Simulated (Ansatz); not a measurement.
C4H6O2 can be A, `C=COC(C)=O`, or B, `CC1(C=O)CO1`.

Computed with Ansatz on PBE0-D4/def2-TZVP structures; ΔE is electronic, products minus reactants. CCSD(T)/CBS adds triple-zeta CCSD(T) − MP2 to the extrapolated MP2 energy (def2 sets, frozen cores). DFT in def2-TZVPP. B3LYP here is the variant with VWN-RPA as its local correlation; programs differ in this. One conformer a species, not always the lowest.

Q: Which isomer does CCSD(T)/CBS put lower? Give the gap. (Best estimate.)

A: Computed: A, by 24.6 kcal/mol.

Q: Give E(B) − E(A) in kcal/mol with PBE0-D4, CCSD(T)/def2-TZVPP, ωB97M-V, B3LYP, HF/def2-TZVPP, B3LYP-D4, PBE-D4. (An estimate is asked.)

A: The calculation gave: PBE0-D4 23.5, CCSD(T)/def2-TZVPP 24.2, ωB97M-V 24.8, B3LYP 28.3, HF/def2-TZVPP 30.0, B3LYP-D4 27.6, PBE-D4 23.9. None reverses the order clearly.

Largest T1 diagnostic: 0.014.

The D4 term adds −0.8 kcal/mol with B3LYP and −0.4 kcal/mol with PBE0; it sums over pairs of atoms, weighted by their polarisabilities, and B3LYP, whose exchange is more repulsive, gets the larger term. In def2-TZVPP, CCSD(T) changes the Hartree–Fock value by −5.7 kcal/mol (the triples alone add −0.1 kcal/mol) and MP2 by −7.7 kcal/mol.
